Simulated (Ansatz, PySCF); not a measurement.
Molecule: P$_{2}$ (charge -1, doublet). 
Structure (B3LYP-D3(BJ)/def2-TZVP (Ansatz, a program for electronic structure) minimum search):
```xyz
2

P      0.0000     0.0000    -0.9912
P      0.0000     0.0000     0.9912
```
Charge -1, spin multiplicity 2.

Total electronic energies in hartree. Correlated levels leave the core frozen unless marked. Open shells are spin-unrestricted. Spin-orbit coupling is left out. No relativistic terms. CBS marks a two-point X^-3 extrapolation of the correlation energy; Hartree-Fock from the larger set.

The UHF reference is spin-contaminated (<S^2> 0.44 over the pure value in the largest basis). The T1 diagnostic of CCSD in the largest basis is 0.075, which is high, so the coupled-cluster rows are less sure than usual.

```
level                                                program  energy (Eh)
--------------------------------------------  --------------  -----------
RI-HF/def2-QZVPPD                                     Ansatz   -681.51158
TPSSh-D4/def2-TZVPD                            PySCF + dftd4   -682.76453
CAM-B3LYP/def2-TZVPD                                  Ansatz   -682.74047
LC-wPBE-D4/def2-TZVPD                         Ansatz + dftd4   -682.50349
MP2/cc-pV(Q+d)Z                                       Ansatz   -681.78992
SCS-MP2/def2-TZVPPD                                   Ansatz   -681.74689
CCSD(T)/aug-cc-pV(D+d)Z                               Ansatz   -681.76224
CCSD(T)/def2-SVP                                      Ansatz   -681.48051
CCSD(T)/CBS(aug-cc-pV(T+d)Z,aug-cc-pV(Q+d)Z)          Ansatz    -681.8682
```

Totals of different functionals don't rank their quality; only differences between species are comparable.
